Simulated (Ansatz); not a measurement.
**SiC (singlet): from Hartree-Fock to the top rungs at distance Si1–C2 = 1.478 Å, 6-31G**

Aim: climb from Hartree-Fock through coupled cluster and multireference methods for SiC (singlet) at one geometry and basis, and see what each rung misses.

Method: 6-31G, core rule «outside noble gas», up to 6 orbitals frozen; program: Ansatz 0.2.0, Gaussian basis.

Plan: UHF; CCSD(T) on RHF; CCSD(T) on UHF; BCCD(T) on RHF; CISD; CCSDT(Q) on RHF; CCSDT(Q) on UHF; CISDTQ; CCSDTQ on RHF; CCSDTQ on UHF; CASSCF and MRCISD+Q, 2 electrons in 2 orbitals; CASSCF and NEVPT2, 2 electrons in 2 orbitals; CASSCF and MRCISD+Q, 8 electrons in 8 orbitals; CASSCF and NEVPT2, 8 electrons in 8 orbitals; Full CI.

30 further runs of the same task are left out: 3 for a known fault of the program, 21 that didn't finish, 6 set aside as unsound or not needed.

## (1) The geometry

The geometry derives from a PBE0/def2-TZVP stationary point (not a proven minimum). One bond is set to the value named and the two fragments are kept rigid.

2 atoms, charge 0, spin multiplicity 1.

Atoms are counted from 1 here; the program's logs count them from 0.

Bond lengths: Si1–C2 1.478 Å.

## (2) UHF

in.yaml reads:

```yaml
crystal:
  periodic: [false, false, false]
  atoms:
    - {symbol: Si, position_ang: [0.000000, 0.000000, 0.000000]}
    - {symbol: C, position_ang: [0.000000, 0.000000, 1.478000]}
basis:
  gaussian: {orbitals: 6-31G}
magnetization: {spin_polarized: true, initial_magnetization: 0}
hamiltonian: {xc: hf}
output: {orbitals: {seedname: orbitals}}
```

Launch:

```sh
$ ansatz run in.yaml --threads 1 --pin off --events-out ev --progress --plain --max-ram 2393MiB
```

After this run come: CCSD(T) on RHF; CCSD(T) on UHF; BCCD(T) on RHF; CISD; CCSDT(Q) on RHF; CCSDT(Q) on UHF; CISDTQ; CCSDTQ on RHF; CCSDTQ on UHF; CASSCF and MRCISD+Q, 2 electrons in 2 orbitals; CASSCF and NEVPT2, 2 electrons in 2 orbitals; CASSCF and MRCISD+Q, 8 electrons in 8 orbitals; CASSCF and NEVPT2, 8 electrons in 8 orbitals; Full CI.

Q: Predict the results of all the runs planned. Wanted: FCI below the RHF energy; RMP2 from FCI; UMP2 from FCI; RCCSD from FCI; RCCSD(T) from FCI; UCCSD(T) from FCI; RCCSDT(Q) from FCI; UCCSDT(Q) from FCI; NEVPT2 pair from FCI.

The runs gave:

| quantity | value |
| --- | --- |
| FCI below the RHF energy | -5.5872 eV |
| RMP2 from FCI | +1278.1 meV |
| UMP2 from FCI | +1924.8 meV |
| RCCSD from FCI | +464.9 meV |
| RCCSD(T) from FCI | +13.5 meV |
| UCCSD(T) from FCI | +323.9 meV |
| RCCSDT(Q) from FCI | -22.5 meV |
| UCCSDT(Q) from FCI | +71.4 meV |
| NEVPT2 pair from FCI | +774.8 meV |
| MRCISD+Q pair from FCI | +12.0 meV |
| NEVPT2 valence from FCI | +247.2 meV |
| levels within 1 kcal/mol (43 meV) | RCCSD(T), RCCSDT(Q), RCCSDTQ, UCCSDTQ, MRCISD+Q pair, MRCISD valence, MRCISD+Q valence |
| T1 diagnostic | 0.102 |
| effectively unpaired electrons | 0.71 |

RCCSD(T) misses by +13.5 meV, 0.2 % of the correlation energy. CCSD(T) misses by +13.5 meV on the restricted determinant and by +323.9 meV on the unrestricted one; the two need not hold the same state or core. RCCSDT(Q) falls below full CI, which methods that aren't variational can do. The occupations show some static correlation. Of the multireference levels listed MRCISD+Q valence comes nearest in total energy (+9.6 meV), which doesn't show that its space is the better one. These misses are within one basis, not against nature.
